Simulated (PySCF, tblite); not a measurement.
Question: Give a GFN2-xTB geometry of `CC1=PC=C[P-]1`. (Charge -1.)

Answer: 
```xyz
11
C4H5P2 angstrom
C     -2.070   -0.126    0.083
C     -0.568   -0.029    0.018
P      0.435   -1.374    0.480
C      1.925   -0.529    0.150
C      1.831    0.755   -0.307
P      0.233    1.423   -0.515
H     -2.366   -1.115    0.437
H     -2.516    0.039   -0.901
H     -2.483    0.624    0.762
H      2.880   -1.021    0.308
H      2.705    1.356   -0.538
```

Any rigid rotation of these coordinates is as good. Atoms count from 1 in this order. The 2 C–C bonds span 1.366 Å (C4–C5, aromatic) to 1.506 Å (C1–C2, drawn single), a spread of 0.140 Å. The 6 heavy atoms lie in one plane (0.000 Å rms). The 5-membered ring C2–P3–C4–C5–P6 has internal angles of 93.8° to 117.6° (sum 540°, against 540° for a flat polygon); it is planar, 0.00 Å rms from its mean plane, widest ring torsion 0°. C4 (aromatic CH carbon) is planar (angles 122.4°, 120.3° and 117.3°, sum 360.0°, 0.00 Å off the plane of its three neighbours).

Bonds between heavy atoms (Å): C1–C2 1.506, C2–P3 1.740, P3–C4 1.744, C4–C5 1.366, C5–P6 1.744, C2–P6 1.742.

The geometry is computed with GFN2-xTB (gas phase).

Point group: Cs (tolerance 0.08 Å). Its GFN2-xTB frequencies are all real (lowest 22 cm⁻¹).
